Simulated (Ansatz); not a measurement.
`O=S(=O)(Cl)Cl` and `O=S(=O)(F)Cl` differ in one atom or group.

Ansatz, PBE0-D4/def2-TZVP geometries, multiplicity 1. 

| property | `O=S(=O)(Cl)Cl` |
| --- | --- |
| size of the dipole moment (B3LYP/def2-TZVPP) / D | 1.86 |
| LUMO energy (B3LYP/def2-TZVPP) / eV | -3.19 |
| HOMO energy (PBE0/def2-TZVPP) / eV | -9.87 |
| HOMO–LUMO gap (ωB97M-V/def2-TZVPP) / eV | 11.44 |
| LUMO energy (ωB97M-V/def2-TZVPP) / eV | -0.73 |
| zero-point energy (PBE0-D4/def2-TZVP) / kJ/mol | 33.1 |

**Question.** What does the change do to each property? (Estimate.)

**Answer.** Computed: 
```json
{"property": "size of the dipole moment (B3LYP/def2-TZVPP) / D", "`O=S(=O)(F)Cl`": "1.70", "shift": "-0.16"}
{"property": "LUMO energy (B3LYP/def2-TZVPP) / eV", "`O=S(=O)(F)Cl`": "-2.26", "shift": "0.93"}
{"property": "HOMO energy (PBE0/def2-TZVPP) / eV", "`O=S(=O)(F)Cl`": "-10.02", "shift": "-0.15"}
{"property": "HOMO–LUMO gap (ωB97M-V/def2-TZVPP) / eV", "`O=S(=O)(F)Cl`": "12.66", "shift": "1.22"}
{"property": "LUMO energy (ωB97M-V/def2-TZVPP) / eV", "`O=S(=O)(F)Cl`": "0.32", "shift": "1.05"}
{"property": "zero-point energy (PBE0-D4/def2-TZVP) / kJ/mol", "`O=S(=O)(F)Cl`": "37.3", "shift": "4.2"}
```

With PBE0 the HOMO falls by 0.15 eV and the LUMO rises by 0.97 eV, so the gap widens by about 1.12 eV. PBE moves the HOMO by -0.13 eV and ωB97M-V by -0.17 eV. Dipoles are sizes alone; their direction can turn.

B3LYP here is the variant with VWN-RPA as its local correlation; programs differ in this.
